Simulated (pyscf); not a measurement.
Thermochemistry of product channels of O=Ge=O + CH₄ on the singlet surface, in eV, from CCSD(T)/def2-TZVPP + ΔMP2(QZVPP) energies (ideal gas, 1 atm, RRHO with modes under 100 cm⁻¹ raised to 100, one conformer, R ln 2 for chiral ones without a mode under 150 cm⁻¹). Structures and frequencies: ωB97X-D3(BJ)/def2-SVP in PySCF. Correlated levels are frozen-core, on RHF or UHF. ΔMP2 is the change of the MP2 total energy from the triple- to the quadruple-zeta basis.

| products | ΔE | ΔH(298 K) | ΔG(298 K) | ΔG(600 K) |
|---|---|---|---|---|
| H₃C–O–GeH=O | -0.67 | -0.65 | -0.31 | +0.03 |
| H₃C–Ge(=O)–OH | -1.77 | -1.71 | -1.38 | -1.05 |

The channel to H₃C–O–GeH=O turns unfavourable between 298 and 1200 K (ΔG from -0.31 eV to +0.67 eV).

These are energies of the channels, which say nothing of barriers. The CCSD(T) − MP2 part came from Ansatz, without density fitting, on the same reference. The frozen core leaves the outer d or s,p core shells of the metals and heavy elements correlated in the MP2 and CC values, and def2-TZVPP describes them poorly, which can shift differences by a few kcal/mol. Elements up to Kr have no core potential and no relativistic terms here.
